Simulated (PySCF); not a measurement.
This PySCF input asks for the spin–spin couplings of `InChI=1S/C2F2/c3-1-2-4`; the geometry comes from PBE0-D3(BJ)/def2-SVP.

```python
import basis_set_exchange as bse
import numpy as np
from pyscf import gto, dft
from pyscf.data import nist
from pyscf.prop import ssc

atoms = """
F    -1.417067   -1.172812    0.152235
C    -0.451548   -0.373616   -0.100132
C     0.451545    0.373615   -0.335687
F     1.417070    1.172812   -0.588056
"""
names = dict.fromkeys(["F", "C"], "pcJ-1")
basis = {el: gto.basis.parse(bse.get_basis(n, elements=[el], fmt="nwchem")) for el, n in names.items()}
mol = gto.M(atom=atoms, basis=basis, charge=0, verbose=0)
mf = dft.RKS(mol, xc="B3LYP")
mf.grids.level = 2
mf.grids.alignment = dft.numint.BLKSIZE   # the property module wants whole blocks of grid points
mf.conv_tol = 1e-9
mf.kernel()

sc = ssc.RKS(mf)
sc.with_fcsd = True   # Fermi contact and spin-dipole together
sc.max_cycle_cphf = 60
g = {"C": 1.4048236, "F": 5.257736}   # nuclear g factors of 13C, 19F
sc.nuc_pair = [(i, j) for i in range(mol.natm) for j in range(i + 1, mol.natm)
               if mol.atom_pure_symbol(i) in g and mol.atom_pure_symbol(j) in g]
K = sc.kernel()
unit = nist.HARTREE2J / nist.PLANCK * (0.5 * nist.E_MASS / nist.PROTON_MASS) ** 2
for (i, j), k in zip(sc.nuc_pair, K):
    a, b = mol.atom_pure_symbol(i), mol.atom_pure_symbol(j)
    J = unit * g[a] * g[b] * np.trace(k) / 3
    if abs(J) >= 1:
        print("%s%d %s%d %8.1f Hz" % (a, i, b, j, J))
```

Q: What are the results?

A: 
```
F0 C1   -377.7 Hz
F0 C2     54.3 Hz
F0 F3     43.7 Hz
C1 C2    440.3 Hz
C1 F3     54.3 Hz
C2 F3   -377.7 Hz
```

These numbers come from an equivalent density-fitted implementation of the same equations, which agrees with the script to about 0.1 Hz, so last digits may differ.

Size and cost of the density-fitted run: 108 basis functions, 2.4 s wall time on 1 thread of an x86-64 server CPU, shared host.
